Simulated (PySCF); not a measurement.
Published values to compare with (the computed states carry no symmetry labels, so the two lists aren't matched line by line):

```tsv
state	E (eV)	f	kind of transition	source
3A2(n→π*)	3.38		0-0 transition	[1]
1A2(n→π*)	3.52		0-0 transition	[1]
3A2(n→π*)	3.82		vertical absorption	[2]
3A1(π→π*)	3.97		vertical absorption	[2]
1A2(n→π*)	4.01		vertical absorption	[2]
3B2(π→π*)	4.43		vertical absorption	[2]
1B1(n→π*)	5.18	0.000	vertical absorption	[2]
1A1(π→π*)	5.62	0.234	vertical absorption	[2]
1B2(π→π*)	5.74	0.015	vertical absorption	[2]
1B2(Ryd)	6.46	0.006	vertical absorption	[2]
1B1(Ryd)	6.54	0.027	vertical absorption	[2]
```

[1] measured, gas; Loos, Jacquemin, substituted benzenes, arXiv:2401.13809 (2024)
[2] computed, theoretical best estimate (aug-cc-pVTZ), gas; Loos, Jacquemin, substituted benzenes, arXiv:2401.13809 (2024)

Pyranone, C5H4O2.
SMILES: `O=c1ccocc1`

Method used: TDDFT PBE0/def2-SVPD, vertical, gas phase, core orbitals frozen in the response (PySCF). Isolated species at its GFN2-xTB geometry, gas phase.

Computed singlets: 4.03 eV (f 0.000); 5.02 eV (f 0.000); 5.65 eV (f 0.022); 5.74 eV (f 0.176); 6.56 eV (f 0.116); 6.88 eV (f 0.000); 6.99 eV (f 0.018); 7.54 eV (f 0.011). Computed triplets (Tamm–Dancoff): 3.57, 3.77, 4.23 eV.

Question: How does the lowest computed singlet compare with the best estimate listed for the lowest singlet (vertical absorption)?

Answer: 4.03 eV against 4.01 eV for 1A2(n→π*) [2]: a difference of +0.02 eV. Geometry and basis of the two calculations needn't be the same.

Question: How does the lowest computed triplet compare with the best estimate listed for the lowest triplet (vertical absorption)?

Answer: 3.57 eV against 3.82 eV for 3A2(n→π*) [2]: a difference of -0.25 eV. Geometry and basis of the two calculations needn't be the same.

Adiabatic (Te) and 0-0 energies refer to the relaxed excited state and aren't the vertical quantity computed here.
